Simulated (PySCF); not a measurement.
An unknown gives this computed stick spectrum. Computed with TDDFT CAM-B3LYP/def2-SVPD, vertical, gas phase, core orbitals frozen in the response (PySCF). Geometries: PBE0-D3(BJ)/def2-SVP, one conformer each.

```csv
state,E (eV),f
S1,6.53,0.065
S2,6.98,0.012
S3,7.22,0.117
S4,7.49,0.299
S5,7.86,0.020
S6,8.11,0.010
S7,8.22,0.0080
S8,8.46,0.011
S9,8.73,0.0046
S10,8.80,0.021
```

Triplets computed (Tamm–Dancoff): 4.39, 6.22, 6.77, 7.01 eV.

Problem. Which structure fits?
A. `[H]/N=C\C(=C)C#C`
B. `C=C(F)CN`
C. `C(C#CCN)#C`

Solution. B. Its S1, at 6.53 eV, is the highest among the candidates; the nearest of the others has S1 at 4.77 eV. S1 is HOMO→LUMO (73%), HOMO-1→LUMO (15%). Löwdin shares by element: HOMO nitrogen 46%, carbon 38% (atoms not listed hold the other 16%); LUMO carbon 58%, nitrogen 8% (atoms not listed hold the other 34%). At the same level the other candidates give, for their lowest levels:
- `[H]/N=C\C(=C)C#C`: 4.77 eV (f 0.003); 5.46 eV (f 0.000); 5.48 eV (f 0.270); 6.27 eV (f 0.000); 6.56 eV (f 0.201); T1 3.14 eV; HOMO -8.80, LUMO -0.77 eV
- `C#CC#CCN`: 4.59 eV (f 0.000); 4.87 eV (f 0.000); 4.94 eV (f 0.000); 6.14 eV (f 0.006); 6.81 eV (f 0.087); T1 3.79 eV; HOMO -8.34, LUMO 0.31 eV

The values belong to the conformer `[CH2:1]=[C:2]([F:3])[CH2:4][NH2:5]`: C1–C2–C4–N5 -123°, H–N5–C4–C2 58°, H–N5–C4–C2 -58°.
